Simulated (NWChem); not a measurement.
# isobutane (C$_{4}$H$_{10}$); SMILES CC(C)C

All runs: NWChem. The geometry was optimised at PBE0/def2-SVP.

Question: Predict the results for B3LYP/def2-TZVP. Quantities: highest occupied level (eV); orbital gap (eV); dipole (D).

Answer: 
```json
{
  "highest occupied level (eV)": "-8.77",
  "orbital gap (eV)": "9.56",
  "dipole (D)": "0.14"
}
```
